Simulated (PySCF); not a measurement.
C₂H₅O₂, charge +2, quartet, geometry from GFN2-xTB of the parent state (a state made from the parent by changing its charge; the spin is typed, not shown lowest); MP2/def2-SVP run with PySCF.

PySCF was given this input:
```python
from pyscf import gto, scf, mp

mol = gto.Mole()
mol.atom = '''
    C    -0.881858    0.008998   -0.074186
    O    -0.719743   -1.145473    0.456747
    O     0.058028    0.777845   -0.344421
    H    -1.875885    0.395557   -0.326715
    C     1.436644    0.478120   -0.100263
    H     1.824079    1.265800    0.549056
    H     1.576979   -0.502734    0.351032
    H     1.952118    0.543528   -1.060560
    H    -1.512292   -1.683829    0.635275
'''
mol.basis = 'def2-svp'
mol.charge = 2
mol.spin = 3
mol.verbose = 4
mol.build()

mf = scf.UHF(mol)
mf.kernel()

pt = mp.MP2(mf)
pt.kernel()
print('E(MP2) = %.10f' % pt.e_tot)
```

Problem. What does PySCF print? Leave out banner, timings and long lists.

Solution. 
```
PySCF version 2.14.0

[INPUT] verbose = 4
[INPUT] num. atoms = 9
[INPUT] num. electrons = 31
[INPUT] charge = 2
[INPUT] spin (= nelec alpha-beta = 2S) = 3
[INPUT] symmetry False subgroup None
[INPUT] Mole.unit = angstrom
[INPUT] Symbol           X                Y                Z      unit          X                Y                Z       unit  Magmom
[INPUT]  1 C     -0.881858000000   0.008998000000  -0.074186000000 AA   -1.666470100757   0.017003755669  -0.140191222277 Bohr   0.0
[INPUT]  2 O     -0.719743000000  -1.145473000000   0.456747000000 AA   -1.360117150073  -2.164630253084   0.863126738217 Bohr   0.0
[INPUT]  3 O      0.058028000000   0.777845000000  -0.344421000000 AA    0.109657027556   1.469914017362  -0.650861361549 Bohr   0.0
[INPUT]  4 H     -1.875885000000   0.395557000000  -0.326715000000 AA   -3.544908891180   0.747494396655  -0.617401870787 Bohr   0.0
[INPUT]  5 C      1.436644000000   0.478120000000  -0.100263000000 AA    2.714863698500   0.903515854677  -0.189469610427 Bohr   0.0
[INPUT]  6 H      1.824079000000   1.265800000000   0.549056000000 AA    3.447009739571   2.392015328474   1.037565467049 Bohr   0.0
[INPUT]  7 H      1.576979000000  -0.502734000000   0.351032000000 AA    2.980058414190  -0.950029573507   0.663354340958 Bohr   0.0
[INPUT]  8 H      1.952118000000   0.543528000000  -1.060560000000 AA    3.688968382834   1.027119061033  -2.004167938669 Bohr   0.0
[INPUT]  9 H     -1.512292000000  -1.683829000000   0.635275000000 AA   -2.857817700371  -3.181975650600   1.200495763783 Bohr   0.0

nuclear repulsion = 131.071293719057
number of shells = 39
number of NR pGTOs = 131
number of NR cGTOs = 81
basis = def2-svp
ecp = {}

******** <class 'pyscf.scf.uhf.UHF'> ********
method = UHF
initial guess = minao
damping factor = 0
level_shift factor = 0
DIIS = <class 'pyscf.scf.diis.CDIIS'>
diis_start_cycle = 1
diis_space = 8
diis_damp = 0
SCF conv_tol = 1e-09
SCF conv_tol_grad = None
SCF max_cycles = 50
direct_scf = True
direct_scf_tol = 1e-13
number electrons alpha = 17  beta = 14
Set gradient conv threshold to 3.16228e-05
init E= -229.011052247677

cycle= 1 E= -226.713140754852  delta_E=  2.3  |g|= 0.583  |ddm|=  2.2

cycle= 2 E= -226.905274825587  delta_E= -0.192  |g|= 0.358  |ddm|= 0.837
cycle= 3 E= -226.961615477663  delta_E= -0.0563  |g|= 0.118  |ddm|= 0.324
cycle= 4 E= -226.975883426785  delta_E= -0.0143  |g|= 0.0743  |ddm|= 0.148
cycle= 5 E= -226.986606989673  delta_E= -0.0107  |g|= 0.0548  |ddm|= 0.118
cycle= 6 E= -226.994838228788  delta_E= -0.00823  |g|= 0.0513  |ddm|=  0.1
cycle= 7 E= -227.003304949125  delta_E= -0.00847  |g|= 0.0518  |ddm|= 0.103
cycle= 8 E= -227.007367853807  delta_E= -0.00406  |g|= 0.053  |ddm|= 0.0515
cycle= 9 E= -227.000909150283  delta_E= 0.00646  |g|= 0.049  |ddm|= 0.0909
cycle= 10 E= -226.985947999288  delta_E= 0.015  |g|= 0.0595  |ddm|= 0.321
cycle= 11 E= -226.981211891608  delta_E= 0.00474  |g|= 0.0847  |ddm|= 0.147
cycle= 12 E= -226.986144071204  delta_E= -0.00493  |g|= 0.0671  |ddm|= 0.157
cycle= 13 E= -226.984383662658  delta_E= 0.00176  |g|= 0.0854  |ddm|= 0.0362
cycle= 14 E= -226.987963600742  delta_E= -0.00358  |g|= 0.0266  |ddm|= 0.137
cycle= 15 E= -226.987048523814  delta_E= 0.000915  |g|= 0.0147  |ddm|= 0.0911
cycle= 16 E= -226.986888427473  delta_E= 0.00016  |g|= 0.00693  |ddm|= 0.114
cycle= 17 E= -226.986821817488  delta_E= 6.66e-05  |g|= 0.00508  |ddm|= 0.0277
cycle= 18 E= -226.986913270839  delta_E= -9.15e-05  |g|= 0.00315  |ddm|= 0.0156
cycle= 19 E= -226.98696578563  delta_E= -5.25e-05  |g|= 0.00219  |ddm|= 0.0131
cycle= 20 E= -226.986992437908  delta_E= -2.67e-05  |g|= 0.00117  |ddm|= 0.0139
cycle= 21 E= -226.986998936053  delta_E= -6.5e-06  |g|= 0.000735  |ddm|= 0.00609
cycle= 22 E= -226.987002252127  delta_E= -3.32e-06  |g|= 0.000573  |ddm|= 0.00354
cycle= 23 E= -226.987004493768  delta_E= -2.24e-06  |g|= 0.000388  |ddm|= 0.00288
cycle= 24 E= -226.987006286598  delta_E= -1.79e-06  |g|= 0.000221  |ddm|= 0.00393
cycle= 25 E= -226.987006592782  delta_E= -3.06e-07  |g|= 9.82e-05  |ddm|= 0.00196
cycle= 26 E= -226.987006610331  delta_E= -1.75e-08  |g|= 4.39e-05  |ddm|= 0.000753
cycle= 27 E= -226.98700661509  delta_E= -4.76e-09  |g|= 3.2e-05  |ddm|= 0.000145
cycle= 28 E= -226.987006618687  delta_E= -3.6e-09  |g|= 2.98e-05  |ddm|= 9.02e-05
cycle= 29 E= -226.987006619806  delta_E= -1.12e-09  |g|= 3.17e-05  |ddm|= 3.04e-05
cycle= 30 E= -226.98700661681  delta_E= 3e-09  |g|= 2.5e-05  |ddm|= 0.000112
cycle= 31 E= -226.987006615442  delta_E= 1.37e-09  |g|= 2.09e-05  |ddm|= 4.85e-05
cycle= 32 E= -226.987006614165  delta_E= 1.28e-09  |g|= 1.69e-05  |ddm|= 7.89e-05
cycle= 33 E= -226.987006613474  delta_E= 6.91e-10  |g|= 1.11e-05  |ddm|= 4.89e-05
Extra cycle  E= -226.987006613876  delta_E= -4.02e-10  |g|= 1.15e-05  |ddm|= 2.01e-05
converged SCF energy = -226.987006613876  <S^2> = 3.7967057  2S+1 = 4.0232851

******** <class 'pyscf.mp.ump2.UMP2'> ********
nocc = (np.int64(17), np.int64(14)), nmo = (81, 81)
E(UMP2) = -227.606327571609  E_corr = -0.619320957733215
E(SCS-UMP2) = -227.581289520853  E_corr = -0.594282906976891
E_corr(same-spin) = -0.171810279580347
E_corr(oppo-spin) = -0.447510678152868
E(MP2) = -227.6063275716
```
